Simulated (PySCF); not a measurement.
A PySCF script (with the pyscf-properties extension) for the NMR shieldings of `CCC(C)=S`, C4H8S, on a GFN2-xTB, dihedral held geometry:

```python
import basis_set_exchange as bse
import numpy as np
from pyscf import gto, dft
from pyscf.prop import nmr

atoms = """
C     1.588189   -0.384023   -0.111842
C     0.568510    0.543971    0.537674
C    -0.710978    0.671363   -0.229580
C    -1.938292    0.937885    0.572298
S    -0.780173    0.525391   -1.845393
H     2.495273   -0.423369    0.485875
H     1.182613   -1.389231   -0.198392
H     1.840205   -0.031853   -1.108444
H     0.998987    1.549008    0.618437
H     0.346104    0.208367    1.554606
H    -2.227186    0.027505    1.100555
H    -1.750198    1.705872    1.322418
H    -2.762458    1.240948   -0.068112
"""
names = dict.fromkeys(["C", "S", "H"], "pcSseg-1")
basis = {el: gto.basis.parse(bse.get_basis(n, elements=[el], fmt="nwchem")) for el, n in names.items()}
mol = gto.M(atom=atoms, basis=basis, charge=0, verbose=0)
mf = dft.RKS(mol, xc="PBE0")
mf.grids.level = 2
mf.grids.alignment = dft.numint.BLKSIZE   # the property module wants whole blocks of grid points
mf.conv_tol = 1e-9
mf.kernel()

calc = nmr.RKS(mf)   # GIAO
C = mf.mo_coeff
Co = C[:, mf.mo_occ > 0]
resp = mf.gen_response(singlet=True, hermi=2)
def vind(x):   # induced exchange potential for any number of trial vectors
    d = np.einsum("pi,xij,qj->xpq", C, 2 * x.reshape(-1, C.shape[1], Co.shape[1]), Co, optimize=True)
    return np.einsum("xpq,pi,qj->xij", resp(d - d.transpose(0, 2, 1)), C, Co, optimize=True).ravel()
mo1, _ = nmr.rhf.solve_mo1(calc, with_cphf=vind)
sigma = calc.kernel(mo1)
for i, s in enumerate(sigma):   # ppm
    print("%2d %-2s %9.2f" % (i, mol.atom_pure_symbol(i), np.trace(s) / 3))
```

Question: What are the results?

Answer: 
```
 0 C     169.53
 1 C     140.00
 2 C     -92.62
 3 C     140.69
 4 S    -438.50
 5 H      30.60
 6 H      30.94
 7 H      29.47
 8 H      29.15
 9 H      28.44
10 H      28.89
11 H      28.63
12 H      28.43
```

These numbers come from an equivalent density-fitted implementation of the same equations, which agrees with the script to about 0.01 ppm for H and up to a few tenths of a ppm for heavy atoms, so last digits may differ.

The geometry is no minimum: GFN2-xTB, dihedral held.

Size and cost of the density-fitted run: 132 basis functions, 9.2 s wall time on 1 thread of an Arm Neoverse V1, shared host.
